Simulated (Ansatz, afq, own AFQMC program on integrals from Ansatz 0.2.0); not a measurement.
The Al2–O1 bond of AlHO2, singlet, worked out

```yaml
atoms:
  - { symbol: O, position_ang: [-1.6128, -1.3249, -0.7414] }
  - { symbol: Al, position_ang: [-0.4352, -0.4332, -0.1220] }
  - { symbol: O, position_ang: [0.7965, 0.4756, 0.5504] }
  - { symbol: H, position_ang: [1.2515, 1.2826, 0.3131] }
```

The molecule and both fragments are relaxed with PBE0/def2-SVP; the fragments keep their bonds.

Basis def2-TZVP. Noble-gas cores (and the filled d shells of Ga–Kr and In–Xe) are frozen. Integrals, coupled cluster, full CI and functionals: Ansatz 0.2.0; the random walks run on the same integrals in our own AFQMC program. The CISD trial takes its coefficients from CCSD amplitudes. Released means that phaseless walkers are propagated on without the constraint, phases kept. ± is one standard error of the sampling.

Total energies in eV. CBS is CCSD(T) at the limit of def2-TZVPP/QZVPP (extrapolated itself); the highest rung of each member is named.

Cautions: AlHO₂ (singlet): higher spins were not checked, raised T1 diagnostic (T1 0.024, weight of the determinant 0.85, largest double 0.04).

```json
{"member": "AlHO, singlet", "count": "+1", "CCSD(T)/def2-TZVP": "-8646.8724", "highest rung in def2-TZVP": "-8646.8972", "which": "CCSDT(Q)", "CCSD(T)/CBS": "-8648.4319"}
{"member": "O (triplet)", "count": "+1", "CCSD(T)/def2-TZVP": "-2040.2212", "highest rung in def2-TZVP": "-2040.2314", "which": "FCI", "CCSD(T)/CBS": "-2040.9924"}
{"member": "AlHO₂, singlet", "count": "-1", "CCSD(T)/def2-TZVP": "-10691.3853", "highest rung in def2-TZVP": "-10691.4473", "which": "CCSDT(Q)", "CCSD(T)/CBS": "-10694.0022"}
```

Q: Work out the best estimate of the bond energy: the CCSD(T)/CBS difference plus the step from CCSD(T) to the highest rung.

A: Sums with the counts: CCSD(T)/CBS 4.5779 eV, highest rung 4.3187 eV, CCSD(T)/def2-TZVP 4.2917 eV. The step is 4.3187 − 4.2917 = 0.0270 eV, so the best estimate is 4.5779 + (0.0270) = 4.6049 eV = 444.3 kJ/mol. The basis set is worth 0.286 eV of it. Zero-point, core-correlation and spin–orbit terms aren't in it. Past Ne the Hartree–Fock part of each CBS total tends to overshoot, since the cores don't follow the formula; that largely cancels in the difference.

Best estimates are given only where the step beyond CCSD(T) is under 0.3 eV and no member's determinant is very poor (T1 over 0.05, or 0.07 for open shells, ⟨S²⟩ too high by 0.3, two states mixed), so the hardest cases are missing from such tables.

CCSDT and higher add their correlation energy to the determinant of the CCSD(T) run, since their own runs factorise the integrals more tightly (a shift of under 2 meV). Each member of a difference takes its own highest rung, so a best estimate needn't equal the limit plus the step of one row.
